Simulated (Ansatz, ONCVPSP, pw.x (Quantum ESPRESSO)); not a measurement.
## antimony (Sb): one change to the ONCV potential, in the atom and in the fcc crystal

ONCVPSP 4.0.1 input, shortened (lines: element, Z, core and valence counts, functional; n l f; lmax; l rc ep ncon nbas qcut; lloc lpopt rc5 dvloc0; l nproj debl; icmod fcfact rcfact), PBEsol, scalar-relativistic:

```
  Sb 51.00    9    2  -116133      upf
    1    0    2.00
    2    0    2.00
    2    1    6.00
    3    0    2.00
    3    1    6.00
    3    2   10.00
    4    0    2.00
    4    1    6.00
    4    2   10.00
    5    0    2.00
    5    1    3.00
    1
    0    2.00    0.00    3    7    3.20
    1    2.00    0.00    4    8    4.50
    1    5    2.00    0.00
    0    2    2.50
    1    0    2.20
    3    3.75    1.25
```

Change: core correction Teter function, fcfact 3.75, rcfact 1.5.

Cutoffs, loose and tight: the cutoffs (Ha) at which the residual kinetic energy of the hardest occupied pseudo-wave falls to 1 and 0.1 mHa per electron. They do not see the model core or the augmentation charge, which bear on the density cutoff. Test errors are all-electron minus pseudo excitation energies from the reference, over the configurations 5s2 5p2; 5s2 5p1; 5s2 5p0; 5s1 5p0; variants that change the core or the reference have their own tests.

Crystal test: fcc Sb in pw.x 7.5, no spin, 12³ k-points, Fermi–Dirac smearing 0.01 Ry, cutoffs set for each file from its atomic test. The reference is all-electron LAPW (Ansatz 0.2.0) with the same functional, mesh and smearing; V0 and B0 come from Birch–Murnaghan fits to the pressures at five volumes. Errors are pseudo minus all-electron; Δ is the rms difference of the E(V) curves that follow from these fits, minima aligned, over ±6 % about the mean V0. Mesh and smearing are coarse, so the numbers serve the comparison and aren't converged zero-temperature values; the lattice is a test structure that the element need not adopt.

All-electron: a0 = 4.719 Å (V0 = 26.28 Å³/atom), B0 = 66.0 GPa.

Problem. Does the change bring the crystal closer to the all-electron result?

Solution. The mean pressure error goes from -9.23 to -10.75 GPa, so the change moves the solid further from the all-electron pressures. Neither pressure curve crosses zero within the volumes sampled, so no fits are given.

```
                       quantity       base    changed
                 outcome (atom)  generated  generated
           cutoff, loose (atom)      11 Ha      11 Ha
           cutoff, tight (atom)      34 Ha      34 Ha
            bound ghosts (atom)       none       none
largest test error (meV) (atom)       -378      -1108
           cutoffs in pw.x (Ry)     80/320     80/320
      mean pressure error (GPa)      -9.23     -10.75
```

Base: This is a poor potential for the solid. Changed file: This is a poor potential for the solid.
